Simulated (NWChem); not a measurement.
Everything below was run with NWChem. System: formamide (CH3NO), charge 0, spin multiplicity 1, at a geometry optimised with PBE/def2-SVP. Level: LC-wPBE (omega 0.3 per bohr)/STO-3G.

Output (cleaned and shortened):

```
             Northwest Computational Chemistry Package (NWChem) 7.3.0
             --------------------------------------------------------

                                NWChem Input Module
                                -------------------

 Scaling coordinates for geometry "geometry" by  1.889725989
 (inverse scale =  0.529177249)

 Turning off AUTOSYM since
 SYMMETRY directive was detected!

                             Geometry "geometry" -> ""
                             -------------------------

 Output coordinates in angstroms (scale by  1.889725989 to convert to a.u.)

  No.       Tag          Charge          X              Y              Z
 ---- ---------------- ---------- -------------- -------------- --------------
    1 N                    7.0000    -0.19820100    -1.08354000     0.00000000
    2 C                    6.0000    -0.31312700     0.27745300     0.00000000
    3 O                    8.0000     0.61858200     1.06425000     0.00000000
    4 H                    1.0000     0.73262700    -1.50538300     0.00000000
    5 H                    1.0000    -1.01839400    -1.68881600     0.00000000
    6 H                    1.0000    -1.39673000     0.60025600     0.00000000

 Effective nuclear repulsion energy (a.u.)      70.6327980625

            Nuclear Dipole moment (a.u.)
            ----------------------------
        X                 Y               Z
 ---------------- ---------------- ----------------
    -0.0000188973    -0.0000094486     0.0000000000

      Symmetry information
      --------------------

 Group name             Cs
 Group number              2
 Group order               2
 No. of unique centers     6

      Symmetry unique atoms

     1    2    3    4    5    6


 Summary of "ao basis" -> "" (spherical)
 ------------------------------------------------------------------------------
       Tag                 Description            Shells   Functions and Types
 ---------------- ------------------------------  ------  ---------------------
 *                           sto-3g                   on all atoms

  pbe96 is a nonlocal functional; adding pw91lda local functional.

                                 NWChem DFT Module
                                 -----------------

 Summary of "ao basis" -> "ao basis" (spherical)
 ------------------------------------------------------------------------------
       Tag                 Description            Shells   Functions and Types
[...]
   Bfn.  Coefficient  Atom+Function         Bfn.  Coefficient  Atom+Function
  ----- ------------  ---------------      ----- ------------  ---------------
    12      0.614048  3 O  s                 13      0.467839  3 O  px
    14      0.454313  3 O  py                 8     -0.350652  2 C  px
     7     -0.204770  2 C  s                  9     -0.203148  2 C  py
    18      0.155485  6 H  s                 17     -0.137792  5 H  s
    11     -0.123910  3 O  s                  4      0.103597  1 N  py

 Vector   11  Occ=2.000000D+00  E=-2.519199D-01  Symmetry=a"
              MO Center=  1.1D-01, -2.6D-01,  1.6D-16, r^2= 1.7D+00
   Bfn.  Coefficient  Atom+Function         Bfn.  Coefficient  Atom+Function
  ----- ------------  ---------------      ----- ------------  ---------------
     5      0.799114  1 N  pz                15     -0.597963  3 O  pz
    10     -0.148496  2 C  pz

 Vector   12  Occ=2.000000D+00  E=-2.152481D-01  Symmetry=a'
              MO Center=  3.5D-01,  8.6D-01, -5.0D-17, r^2= 1.2D+00
   Bfn.  Coefficient  Atom+Function         Bfn.  Coefficient  Atom+Function
  ----- ------------  ---------------      ----- ------------  ---------------
    14      0.680536  3 O  py                13     -0.607212  3 O  px
    18     -0.337373  6 H  s                  2      0.257653  1 N  s
     4      0.243415  1 N  py                17     -0.090171  5 H  s
    16     -0.078134  4 H  s                  9      0.070108  2 C  py
     7     -0.052373  2 C  s                  1     -0.047609  1 N  s

 Vector   13  Occ=0.000000D+00  E= 2.329614D-01  Symmetry=a"
              MO Center=  2.5D-02,  3.9D-01,  1.9D-16, r^2= 1.2D+00
   Bfn.  Coefficient  Atom+Function         Bfn.  Coefficient  Atom+Function
  ----- ------------  ---------------      ----- ------------  ---------------
    10      0.835156  2 C  pz                15     -0.698281  3 O  pz
     5     -0.436193  1 N  pz

 Vector   14  Occ=0.000000D+00  E= 4.194403D-01  Symmetry=a'
              MO Center= -2.4D-01, -1.4D+00, -6.9D-17, r^2= 1.5D+00
   Bfn.  Coefficient  Atom+Function         Bfn.  Coefficient  Atom+Function
  ----- ------------  ---------------      ----- ------------  ---------------
     2      1.263425  1 N  s                 17     -0.895891  5 H  s
    16     -0.762104  4 H  s                  7     -0.338997  2 C  s
     4     -0.324028  1 N  py                 9      0.275765  2 C  py
     1     -0.192572  1 N  s                 14     -0.183523  3 O  py
    18      0.104283  6 H  s                  8     -0.083312  2 C  px

 Vector   15  Occ=0.000000D+00  E= 4.626436D-01  Symmetry=a'
              MO Center= -5.5D-01, -4.6D-01, -9.3D-17, r^2= 2.2D+00
   Bfn.  Coefficient  Atom+Function         Bfn.  Coefficient  Atom+Function
  ----- ------------  ---------------      ----- ------------  ---------------
    18      0.837118  6 H  s                  3      0.681077  1 N  px
    16     -0.655716  4 H  s                  8      0.590702  2 C  px
    17      0.593001  5 H  s                  7     -0.534051  2 C  s
    14      0.175056  3 O  py                 4      0.162984  1 N  py
     2      0.109599  1 N  s                  6      0.089963  2 C  s

 center of mass
 --------------
 x =   0.06990981 y =   0.10765851 z =   0.00000000

 moments of inertia (a.u.)
 ------------------
         145.898714220638         -43.483381907571           0.000000000000
         -43.483381907571          40.487701492886           0.000000000000
           0.000000000000           0.000000000000         186.386415713524

     Multipole analysis of the density
     ---------------------------------

     L   x y z        total         alpha         beta         nuclear
     -   - - -        -----         -----         ----         -------
     0   0 0 0     -0.000000    -12.000000    -12.000000     24.000000

     1   1 0 0     -0.462993     -0.231487     -0.231487     -0.000019
     1   0 1 0     -1.016734     -0.508362     -0.508362     -0.000009
     1   0 0 1      0.000000      0.000000      0.000000      0.000000

     2   2 0 0    -10.956062    -18.778727    -18.778727     26.601392
     2   1 1 0     -0.733389    -11.128544    -11.128544     21.523698
     2   1 0 1      0.000000      0.000000      0.000000      0.000000
     2   0 2 0    -11.098341    -47.009054    -47.009054     82.919766
     2   0 1 1      0.000000      0.000000      0.000000      0.000000
     2   0 0 2    -12.318681     -6.159341     -6.159341      0.000000

 Task  times  cpu:        0.7s     wall:        0.7s

 Total times  cpu:        0.7s     wall:        0.7s
```

Q: Write an NWChem input that would produce this output.

A: One answer among several that fit: 
```
start mol
memory heap 200 mb stack 900 mb global 1100 mb
geometry units angstroms nocenter noautoz
  N     -0.198201    -1.083540     0.000000
  C     -0.313127     0.277453     0.000000
  O      0.618582     1.064250     0.000000
  H      0.732627    -1.505383     0.000000
  H     -1.018394    -1.688816     0.000000
  H     -1.396730     0.600256     0.000000
  symmetry group Cs
end
basis spherical
  * library sto-3g
end
dft
  xc xwpbe 1.00 cpbe96 1.0 hfexch 1.00
  cam 0.3 cam_alpha 0.00 cam_beta 1.00
  direct
  iterations 100
end
task dft energy
```
